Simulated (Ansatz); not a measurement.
# SiHCl (triplet): wave-function methods side by side, def2-TZVPP

The task here is to estimate one member of a computed series from the others.

Program: Ansatz 0.2.0, Gaussian basis. Level of theory: def2-TZVPP, core rule «outside noble gas», up to 10 orbitals frozen. These are calculated values, not measurements.

Plan: UHF; ROHF; CCSD(T) on UHF.

2 further runs of the same task are left out: 2 set aside as unsound or not needed.

## The geometry

The geometry is a PBE0/def2-TZVP stationary point (not a proven minimum).

3 atoms, charge 0, spin multiplicity 3.

Atoms are counted from 1 here; the program's logs count them from 0.

Bond lengths: Si1–Cl2 2.048 Å, Si1–H3 1.491 Å. Angles: Cl2–Si1–H3 115.5°.

Set-up of the first run:

Contents of in.yaml:

```yaml
crystal:
  periodic: [false, false, false]
  atoms:
    - {symbol: Si, position_ang: [0.000000, -0.097122, 1.110575]}
    - {symbol: Cl, position_ang: [0.000000, 0.042769, -0.932187]}
    - {symbol: H, position_ang: [0.000000, 1.201899, 1.843159]}
basis:
  gaussian: {orbitals: def2-TZVPP}
magnetization: {spin_polarized: true, initial_magnetization: 2}
hamiltonian: {xc: hf}
output: {orbitals: {seedname: orbitals}}
```

Command:

```
$ ansatz run in.yaml --threads 1 --pin off --events-out ev --progress --plain --max-ram 3968MiB --backend cpu
```

Among the steps run: UHF; ROHF; CCSD(T) on UHF.

One table of the session follows, with a row left open; its other results are not shown here.

It belongs to the step «Misses and costs». 

| method | from UCCSD(T) (meV) |
| --- | --- |
| ROHF | +8529.2 |
| UHF | ? |
| UMP2 | +1178.0 |
| UCCSD | +343.5 |
| UCCSD(T) | 0 |

Estimate the missing values for UHF.

The run gave: from UCCSD(T) (meV): +8468.3. In the column «from UCCSD(T) (meV)» it lies between UMP2 (+1178.0) and ROHF (+8529.2).

With the free atoms at the same levels and basis (separate runs), the atomisation energy is 6.012 eV at UCCSD(T), 4.956 eV at ROHF.
